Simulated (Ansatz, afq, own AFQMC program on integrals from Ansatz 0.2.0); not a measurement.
AFQMC on a folder of integrals that Ansatz 0.2.0 wrote.

```yaml
crystal:
  periodic: [false, false, false]
  atoms:
    - {symbol: Zr, position_ang: [0.000000, 0.000000, 0.000000]}
    - {symbol: N, position_ang: [0.000000, 0.000000, 1.576000]}
basis:
  gaussian: {orbitals: def2-SVP}
magnetization: {spin_polarized: true, initial_magnetization: 3}
correlation: {method: ccsd_t, electrons: outside_noble_gas, hamiltonian_folder: ham}
```

```sh
$ ansatz run in.yaml --threads 1 --pin off --events-out ev --progress --plain --max-ram 1382MiB
```

Options of the walk:

```
--method phaseless --trial cisd --walkers 60 --populations 1 --least-time 40 --time-step 0.005 --steps-per-block 50 --equilibration-blocks 40 --max-blocks 300 --target-error 0.00036 --factor-cut 1e-05 --start spin_pure --seed 209 --release-times 0.24,0.6,1.2,2,3,4.2 --release-step 0.04 --release-every 4 --taylor-order 6
```

Times are imaginary, in 1/Eh. The walk had a cap of 1883 s. Core potentials past Kr, no spin–orbit coupling.

Output of the walk:

```
orbitals 40  electrons 6 3  factors 335 of 470
reference energy -100.75901080 Eh
CCSD correlation -0.20676702 Eh in 13 cycles, weight of the determinant in the CISD state 0.9009
energy of the start -100.965538 Eh
 block  time / (1/Eh)  mean weight  energy / Eh
     1     0.250  1.0000  -100.965794
     2     0.500  1.0011  -100.968574
     3     0.750  1.0027  -100.970423
     4     1.000  1.0011  -100.972507
     5     1.250  0.9993  -100.970137
    10     2.500  0.9984  -100.975252
    49    12.250  0.9998  -100.968033
    89    22.250  0.9994  -100.980090
   121    30.250  1.0020  -100.996079
   129    32.250  0.9997  -100.970331
   169    42.250  0.9986  -100.974365
   209    52.250  0.9994  -100.975626
   249    62.250  0.9980  -100.975213
   289    72.250  1.0014  -100.983280
   329    82.250  1.0007  -100.971187
   337    84.250  1.0004  -100.969797
blocks merged  error / Eh  count
     1  0.000467  300
     2  0.000594  150
     4  0.000741  75
     8  0.000882  37
    16  0.000776  18
    32  0.000777  9
released: time / (1/Eh)  energy / Eh  error  mean overlap
  0.24  -100.977440  0.000991  1.0021
  0.60  -100.975985  0.000546  1.0140
  1.20  -100.976825  0.000777  1.0132
  2.00  -100.977273  0.000839  0.9962
  3.00  -100.975509  0.001116  1.0063
  4.20  -100.977394  0.001607  1.0129
energy -100.976612 +/- 0.000882 Eh
(rows thinned)
```

The run passed its tests (sampling time, drift between the halves within three errors, error under three times the target), which doesn't prove that it has relaxed.

Against this walk (error 24.0 meV) on the same determinant: CCSD(T) 29.6 meV higher (within the noise), CCSDT(Q) 0.4 meV lower (within the noise). The error is statistical and leaves out the bias of the constraint. Released to 4.20 1/Eh the energy moves by -21 ± 50 meV (both errors), within twice the noise.

Cautions: constraint bias not in the error; error above the target (24.0 against 9.8 meV); no spin-orbit coupling; outer-core shells of the metal frozen; lower spins were not checked; higher spins were not checked.

The walk took 8.3 min on 1 thread of Arm Neoverse V2, with other jobs on the host. The log's last line is the phaseless energy.

CCSDT and higher add their correlation energy to the determinant of the CCSD(T) run, since their own runs factorise the integrals more tightly (a shift of under 2 meV). A walk keeps the symmetry of its determinant, which the program's search chose and which needn't be the lowest solution, so a lower state of the same spin and another symmetry isn't excluded.
